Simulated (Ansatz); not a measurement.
Two shapes of singlet C₃H₄.

Shape 1:

```xyz
7

C     0.0000    0.0000   -1.2389
C     0.0000    0.0000    0.2145
C     0.0000    0.0000    1.4252
H     0.0000   -1.0275   -1.6347
H    -0.8899    0.5138   -1.6347
H     0.8899    0.5138   -1.6347
H     0.0000    0.0000    2.4993
```

Shape 2:

```xyz
7

C     0.0000    0.0000   -1.3381
C     0.0000    0.0000    0.2316
C     0.0000    0.0000    1.5393
H     0.0000   -1.1098   -1.7654
H    -0.9611    0.5549   -1.7654
H     0.9611    0.5549   -1.7654
H     0.0000    0.0000    2.6993
```

Basis set: def2-TZVP (spherical functions). Left uncorrelated: 3 orbitals. Charge 0, multiplicity 1.

Computed with Ansatz (development build ahead of 0.2.0); each method stands on the lowest determinant of its kind that the runs found.

(1) Which shape is lower in energy, and by how much in each method?

Results:

(1)

| method | E(2) − E(1) (eV) |
| --- | --- |
| RHF | 1.614 |
| RHF-MP2 | 1.113 |

Shape 1 is lower. Caution: no unrestricted run beside it, a lower state can exist.
